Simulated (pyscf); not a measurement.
GeH₃• + hydrogen chloride (HCl) → Cl–GeH₃ + H atom (H•) (atom transfer; doublet surface; Cl–H broken, Cl–Ge formed). Single points on ωB97X-D3(BJ)/def2-SVP structures (PySCF, gas phase). Correlated levels are frozen-core, on RHF or UHF. ΔMP2 is the change of the MP2 total energy from the triple- to the quadruple-zeta basis. Rate constants from transition-state theory, CCSD(T)/def2-TZVPP + ΔMP2(QZVPP) energies (ideal gas, 1 atm, RRHO with modes under 100 cm⁻¹ raised to 100, one conformer, R ln 2 for rigid chiral ones; no tunnelling), k in cm³ molecule⁻¹ s⁻¹.

```csv
T (K),1000/T,log10 k
298,3.354,-26.61
600,1.667,?
900,1.111,-16.59
1200,0.833,-15.13
```

Q: Fit an Arrhenius line to the three values, give the activation energy, and predict k at 600 K.

A: Least squares gives log10 k = -11.46 − 4.52 × 1000/T, so Ea = 4.52 × ln 10 × 1.987 = 20.7 kcal/mol, against an electronic barrier of 20.6. At 600 K the line gives -18.99; the computed value is -19.21 (ΔG‡ = 36.3 kcal/mol), a factor 1.6 under the line, since the plot is curved. This is the saddle that the search found; another between the same sides may lie lower. The angle at the transferred Cl is 180°. The CCSD(T) − MP2 part came from Ansatz, without density fitting, on the same reference. The frozen core leaves the outer d or s,p core shells of the metals and heavy elements correlated in the MP2 and CC values, and def2-TZVPP describes them poorly, which can shift differences by a few kcal/mol. Elements up to Kr have no core potential and no relativistic terms here.
